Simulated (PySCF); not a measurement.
A PySCF script (with the pyscf-properties extension) for the NMR shieldings of `[AlH4-]`, [AlH4]-, on a PBE0-D3(BJ)/def2-TZVP geometry:

```python
import basis_set_exchange as bse
import numpy as np
from pyscf import gto, dft
from pyscf.prop import nmr

atoms = """
Al    0.005495    0.001620   -0.016581
H     0.588790    1.208996   -0.972115
H    -1.071189    0.626135    1.061256
H     1.250059   -0.703723    0.798624
H    -0.744912   -1.124533   -0.954369
"""
names = dict.fromkeys(["Al", "H"], "pcSseg-2")
basis = {el: gto.basis.parse(bse.get_basis(n, elements=[el], fmt="nwchem")) for el, n in names.items()}
mol = gto.M(atom=atoms, basis=basis, charge=-1, verbose=0)
mf = dft.RKS(mol, xc="PBE0")
mf.grids.level = 2
mf.grids.alignment = dft.numint.BLKSIZE   # the property module wants whole blocks of grid points
mf.conv_tol = 1e-9
mf.kernel()

calc = nmr.RKS(mf)   # GIAO
C = mf.mo_coeff
Co = C[:, mf.mo_occ > 0]
resp = mf.gen_response(singlet=True, hermi=2)
def vind(x):   # induced exchange potential for any number of trial vectors
    d = np.einsum("pi,xij,qj->xpq", C, 2 * x.reshape(-1, C.shape[1], Co.shape[1]), Co, optimize=True)
    return np.einsum("xpq,pi,qj->xij", resp(d - d.transpose(0, 2, 1)), C, Co, optimize=True).ravel()
mo1, _ = nmr.rhf.solve_mo1(calc, with_cphf=vind)
sigma = calc.kernel(mo1)
for i, s in enumerate(sigma):   # ppm
    print("%2d %-2s %9.2f" % (i, mol.atom_pure_symbol(i), np.trace(s) / 3))
```

Question: What are the results?

Answer: 
```
 0 Al    485.29
 1 H      28.06
 2 H      28.06
 3 H      28.06
 4 H      28.06
```

These numbers come from an equivalent density-fitted implementation of the same equations, which agrees with the script to about 0.01 ppm for H and up to a few tenths of a ppm for heavy atoms, so last digits may differ.

Size and cost of the density-fitted run: 99 basis functions, 4 s wall time on 1 thread of an Arm Neoverse N1, shared host; peak memory 0.35 GiB.
